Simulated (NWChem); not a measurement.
**Ionisation of methanethiol (CH₄S)**

```
C
H 1 1.0987
H 1 1.0990 2 108.29
H 1 1.0990 2 108.29 3 119.17
S 1 1.8122 2 106.21 3 -120.41
H 5 1.3500 1 97.01 2 180.00
```
Charge 0, spin multiplicity 1.

Everything below was run with NWChem. The geometry was optimised at PBE0/def2-SVP, a minimum by its harmonic frequencies.

Basis set: def2-TZVP. The species with one electron less has spin multiplicity 2 and keeps the geometry of the parent. Δ marks differences of total energies (open shells unrestricted). −ε marks an orbital energy of the parent. That orbital need not have the symmetry of the hole or added electron in the Δ rows.

The stability of the SCF solutions was not checked.

For the first vertical ionisation energy, G0W0@PBE gives 8.88 eV and evGW@PBE0 gives 9.31 eV. What do −ε(HOMO) of HF, ΔBLYP, G0W0@PBE0 give?

−ε(HOMO) of HF: 9.69 eV; ΔBLYP: 9.16 eV; G0W0@PBE0: 9.08 eV.
